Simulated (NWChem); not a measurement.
Species: nitrous oxide (N2O); SMILES N#[N+][O-]

Results from NWChem. The level has its own optimisation; frequencies are unscaled.

Q: Estimate the computed values for PBE-D3(BJ)/def2-SVP. Quantities: r N–N (Å); r N–O (Å); highest harmonic frequency (cm⁻¹); lowest (cm⁻¹); zero-point energy (kcal/mol); dipole (D).

A: 
```json
{
  "r N–N (Å)": "1.146",
  "r N–O (Å)": "1.187",
  "highest harmonic frequency (cm⁻¹)": "2359",
  "lowest (cm⁻¹)": "0",
  "zero-point energy (kcal/mol)": "6.1",
  "dipole (D)": "0.21"
}
```
